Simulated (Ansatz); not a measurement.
## Scan of HB–MgH, doublet

Starting geometry (PBE0/def2-TZVP stationary point for this spin, not checked as a minimum):

```yaml
atoms:
  - { symbol: B, position_ang: [0.0000, 0.0000, 1.2254] }
  - { symbol: Mg, position_ang: [0.0000, 0.0000, -0.9712] }
  - { symbol: H, position_ang: [0.0000, 0.0000, 2.4202] }
  - { symbol: H, position_ang: [0.0000, 0.0000, -2.6744] }
```

From there all distances are scaled together; atoms are numbered as listed. Energies are in kcal/mol, counted from the starting geometry at the same level. Kohn–Sham curves are unrestricted where that lies lower.

Basis 6-31G; Ansatz 0.2.0. Only valence electrons are correlated (noble-gas cores frozen). The metal's outer-core shells are frozen, which leaves out core–valence correlation.

Unrestricted Kohn–Sham rows aren't spin-pure: their determinants' ⟨S²⟩ exceeds S(S+1) by up to 0.83, so they mix in states of higher spin. A value is left out where its run failed or describes another state than the reference as far as symmetry and spin tell, or, spin-broken singlets apart, can't be checked. The reference follows the lowest state, whose symmetry changes from Π to Σ⁺ or Δ between 1.276 and 1.493.

In so small a basis the reference is far from its limit while semilocal and hybrid functionals are nearer theirs (RPA and double hybrids share much of the reference's basis error), so the functionals' errors here hold much of the reference's basis and frozen-core error, which can add to them or hide them.

Full CI is exact within this basis and frozen core; it isn't the basis-set limit.

```json
{"scale of all distances": "0.885", "full CI": "26.8", "PBE": "24.1", "PBE0": "22.9", "B3LYP": "21.8", "BHLYP": "20.6", "wB97M-V": "21.0", "RPA-PBE": "27.2"}
{"scale of all distances": "1.000", "full CI": "0.0", "PBE": "0.0", "PBE0": "0.0", "B3LYP": "0.0", "BHLYP": "0.0", "wB97M-V": "0.0", "RPA-PBE": "0.0"}
{"scale of all distances": "1.120", "full CI": "8.8", "PBE": "10.7", "PBE0": "12.6", "B3LYP": "13.1", "BHLYP": "15.1", "wB97M-V": "14.4", "RPA-PBE": "8.3"}
{"scale of all distances": "1.276", "full CI": "42.1", "PBE": "46.3", "PBE0": "51.4", "B3LYP": "51.7", "BHLYP": "57.0", "wB97M-V": "–", "RPA-PBE": "40.8"}
{"scale of all distances": "1.493", "full CI": "77.1", "PBE": "–", "PBE0": "–", "B3LYP": "–", "BHLYP": "101.8", "wB97M-V": "98.3", "RPA-PBE": "–"}
{"scale of all distances": "1.720", "full CI": "93.0", "PBE": "117.3", "PBE0": "124.0", "B3LYP": "120.3", "BHLYP": "126.1", "wB97M-V": "122.8", "RPA-PBE": "89.0"}
{"scale of all distances": "1.962", "full CI": "105.7", "PBE": "137.7", "PBE0": "143.7", "B3LYP": "140.1", "BHLYP": "143.0", "wB97M-V": "142.7", "RPA-PBE": "102.1"}
{"scale of all distances": "2.369", "full CI": "119.1", "PBE": "156.3", "PBE0": "157.9", "B3LYP": "155.8", "BHLYP": "155.3", "wB97M-V": "157.6", "RPA-PBE": "116.4"}
```
